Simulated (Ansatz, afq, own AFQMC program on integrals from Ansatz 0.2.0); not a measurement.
**CH3B, triplet in cc-pVDZ, levels against CCSDT(Q)**

```xyz
5

B     0.0000    0.0770    1.0011
C     0.0000   -0.1277   -1.0065
H     0.0000    1.1756    1.4887
H     0.0000   -0.8820    1.7165
H     0.0000    0.4026   -1.9498
```

Connectivity, by distances: BH2 ··· CH.

Basis cc-pVDZ. Noble-gas cores (and the filled d shells of Ga–Kr and In–Xe) are frozen. Ansatz 0.2.0 and our own AFQMC program on the same integrals; the CISD trial comes from CCSD amplitudes, and released means the phaseless constraint is let go. Error bars are statistical, one sigma.

Determinant: UHF, the one that the program's search chose, which needn't be the lowest solution. The geometry is a point of a scan.

No full CI on the walks' own integrals is used here; CCSDT(Q) serves as the reference and is uncertain by about the last step of the cluster series.

Cautions: lower spins were not checked; the released energies are still falling, so no released level is given (meV from the phaseless value at times in 1/Eh: -3 ± 16 at 0.24, 1 ± 11 at 0.51, -24 ± 15 at 0.99, -34 ± 14 at 1.62, -24 ± 24 at 2.40), though the last usable value meets CCSDT(Q) within the noise.

* T1 diagnostic: 0.0257
* weight of the determinant in the CISD state: 0.888
* ⟨S²⟩ of the determinant: 2.041
* size of the correlated space: 10 electrons in 41 orbitals

Reference: CCSDT(Q), correlation energy -5.789 eV.

```
        level  E − E(reference) (kJ/mol)  share of correlation (%)
           HF                      558.6                      0.00
          MP2                      120.1                     78.49
         CCSD                       18.3                     96.73
      CCSD(T)                        4.4                     99.21
        CCSDT                        0.8                     99.85
ph-AFQMC/CISD                  1.2 ± 1.1                     99.78
```

A walk keeps the symmetry of its determinant, which the program's search chose and which needn't be the lowest solution, so a lower state of the same spin and another symmetry isn't excluded.
